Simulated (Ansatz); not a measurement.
```yaml
crystal:
  periodic: [false, false, false]
  atoms:
    - {symbol: F, position_ang: [-1.139088, -0.028588, 1.061921]}
    - {symbol: Si, position_ang: [0.081286, 0.989094, 0.768890]}
    - {symbol: S, position_ang: [0.995913, -0.000939, -0.911699]}
    - {symbol: H, position_ang: [0.117389, -1.019866, -0.939412]}
basis:
  gaussian: {orbitals: cc-pVDZ}
hamiltonian: {xc: {name: BLYP}}
output: {forces: true}
```

```sh
$ ansatz run in.yaml --threads 2 --pin off --events-out ev --progress --plain --max-ram 20480MiB --backend cpu
```

Output, abridged:

```
Functional definition: BLYP
  name "BLYP"
  cite "Becke, Phys. Rev. A 38, 3098 (1988) doi:10.1103/PhysRevA.38.3098"
  cite "Lee, Yang & Parr, Phys. Rev. B 37, 785 (1988) doi:10.1103/PhysRevB.37.785"
  parameter beta = 0.0042
  parameter a = 0.04918
  parameter b = 0.132
  parameter c = 0.2533
  parameter d = 0.349
  exchange = b88_x(beta = beta)
  correlation = lyp_c(a = a, b = b, c = c, d = d)
683 factors; their error is unknown
mean field evaluation 1: about -21444.9814 eV, gradient 3.5e1 eV
mean field evaluation 2: about -21434.0989 eV, gradient 8.8e1 eV
mean field evaluation 4: about -21447.1626 eV, gradient 5.5e0 eV
mean field evaluation 8: about -21447.2360 eV, gradient 8.7e-2 eV
mean field -21447.23602537 eV, -788.1713864737 hartree, gradient 6.5e-5 eV, S^2 0.000000; 0 other end points of the search recorded, 0 dependent functions left out
the calculation of the forces begins
reference -21447.23627621 eV, -788.1713956919 hartree; 20, 20 occupied and 35, 35 virtual orbitals, 683 factors
Total energy: -21447.23627621 eV, -788.1713956919 hartree
Atom 0 at    -1.139088    -0.028588     1.061921 Å, force    -1.676376    -1.357942     0.435866 eV/Å
Atom 1 at     0.081286     0.989094     0.768890 Å, force     1.257916     1.776817     0.304628 eV/Å
Atom 2 at     0.995913    -0.000939    -0.911699 Å, force     0.841678     0.092067    -0.710402 eV/Å
Atom 3 at     0.117389    -1.019866    -0.939412 Å, force    -0.423217    -0.510942    -0.030093 eV/Å
Dipole moment:    -0.017384    -0.044381    -0.020736 e Å
```

Hardware: 2 threads of an AMD EPYC 7R13 on a shared host. Wall time 0.5 s, peak host memory 0.24 GiB.
